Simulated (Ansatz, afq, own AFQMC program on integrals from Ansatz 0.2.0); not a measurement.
# GePH, singlet → GePH⁺, doublet

```yaml
atoms:
  - { symbol: Ge, position_ang: [0.0000, 0.0000, 0.1578] }
  - { symbol: P, position_ang: [0.0000, 0.0000, -1.8373] }
  - { symbol: H, position_ang: [0.0000, 0.0000, 1.6795] }
```

Connectivity, by distances: GeH–P.

E(doublet, charge +1) − E(singlet, charge +0) at this geometry, on RHF and ROHF determinants.

Basis cc-pVDZ. Noble-gas cores (and the filled d shells of Ga–Kr and In–Xe) are frozen. Integrals, coupled cluster, full CI and functionals: Ansatz 0.2.0; the random walks run on the same integrals in our own AFQMC program. ph-AFQMC/CISD is guided by a CISD state made of CCSD amplitudes; releasing the constraint for a short imaginary time cuts its bias at the price of noise, slowly where states lie close. Uncertainties: one standard error, sampling alone. No spin–orbit coupling. The errors of all members are added in quadrature.

No full CI on the walks' own integrals is used here; CCSDTQ serves as the reference and is uncertain by about the last step of the cluster series. Each member takes its own surest rung, up to full CI.

Errors are counted within cc-pVDZ, not against nature.

Cautions: inner d shell frozen; no relativity below Rb; no spin-orbit coupling; GePH (singlet): restricted determinant unstable towards unrestricted (UHF 204 meV lower, ⟨S²⟩ 0.72), raised T1 diagnostic (T1 0.021, weight of the determinant 0.84, largest double 0.13), the released energies are still falling, so no released level is given (meV from the phaseless value at times in 1/Eh: -4 ± 4 at 0.24, -5 ± 4 at 0.51, -10 ± 3 at 0.99, -15 ± 3 at 1.62, -20 ± 3 at 2.40), though the last usable value meets CCSDTQ within the noise, its ph-AFQMC/CISD value lies 20 ± 5 meV above CCSDTQ; GePH⁺ (doublet): higher spins were not checked, a spin-contaminated unrestricted determinant lies lower (UHF 124 meV lower, ⟨S²⟩ 0.99), the released energies are still falling, so no released level is given (meV from the phaseless value at times in 1/Eh: -4 ± 4 at 0.24, -12 ± 3 at 0.51, -19.2 ± 2.5 at 0.99, -24.2 ± 2.3 at 1.62, -30 ± 3 at 2.40), though the last usable value meets CCSDTQ within the noise, its ph-AFQMC/CISD value lies 31 ± 5 meV above CCSDTQ.

```
level  vertical ionization energy (kJ/mol)
 CCSD                                852.3
  MP2                                875.8
```

**Question.** From these cheaper values, estimate the vertical ionization energy at the reference level in cc-pVDZ.

**Answer.** 863.8 kJ/mol (CCSDTQ in cc-pVDZ).

| level | vertical ionization energy (kJ/mol) | error against CCSDTQ (kJ/mol) |
| --- | --- | --- |
| HF | 760.3 | -103.6 |
| CCSD(T) | 863.8 | 0.0 |
| CCSDT | 862.3 | -1.5 |
| CCSDT(Q) | 864.4 | 0.6 |
| ph-AFQMC/CISD | 864.8 ± 0.7 | 1.0 ± 0.7 |

Correlation beyond CCSD(T) changes it by less than 2 meV. The perturbative (T) step is worth +11.5 kJ/mol.

CCSDT and higher add their correlation energy to the determinant of the CCSD(T) run, since their own runs factorise the integrals more tightly (a shift of under 2 meV). A walk keeps the symmetry of its determinant, which the program's search chose and which needn't be the lowest solution, so a lower state of the same spin and another symmetry isn't excluded.
